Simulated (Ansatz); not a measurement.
# Relative stability

Two relaxed structures of BHSO, closed shell (PBE0-D4/def2-TZVP; forces vanish, vibrations not checked).

A:

```
4
angstrom
O 1.1393 -1.0040 0.9308
B 0.4748 -0.3160 0.1984
S -0.4577 0.6931 -0.9102
H -1.5226 0.7169 -0.0877
```

B:

O1  (-0.411, 0.549, -0.682)
B2  (0.356, -0.199, 0.078)
S3  (1.346, -1.116, 0.970)
H4  (-1.292, 0.766, -0.366)
(Å)

Ansatz 0.2.0; basis: def2-TZVPP; cores frozen in the correlated methods. B3LYP uses VWN-RPA correlation.

**Question.** Which structure is lower at CCSD(T), and by how much? (To be estimated.)

**Answer.** By the calculation: B, by 1.77 kcal/mol (electronic energy, against the other). By their contacts, A is BHSO ([O][B][SH]) and B is BHSO ([OH][B][S]).

All methods give the same order:

```json
{"method": "PBE-D4", "E(B) − E(A) (kcal/mol)": "-1.65"}
{"method": "r2SCAN-D4", "E(B) − E(A) (kcal/mol)": "-3.51"}
{"method": "PBE0-D4", "E(B) − E(A) (kcal/mol)": "-3.41"}
{"method": "B3LYP-D4", "E(B) − E(A) (kcal/mol)": "-2.08"}
{"method": "wB97M-V", "E(B) − E(A) (kcal/mol)": "-2.30"}
{"method": "HF", "E(B) − E(A) (kcal/mol)": "-5.49"}
{"method": "MP2", "E(B) − E(A) (kcal/mol)": "-1.53"}
{"method": "CCSD", "E(B) − E(A) (kcal/mol)": "-2.04"}
{"method": "CCSD(T)", "E(B) − E(A) (kcal/mol)": "-1.77"}
```

The T1 diagnostic stays at or below 0.018.

Labels in which every atom is bracketed show which atoms are joined, not bond orders.

For scale, one of the runs: CCSD(T)/def2-TZVPP, 118 basis functions, launched by `ansatz run in.yaml --threads 2 --pin off --events-out ev --progress --plain --max-ram 4352MiB`. The run took about 3.3 s on 2 CPU threads of an Arm Neoverse V1 (shared host).
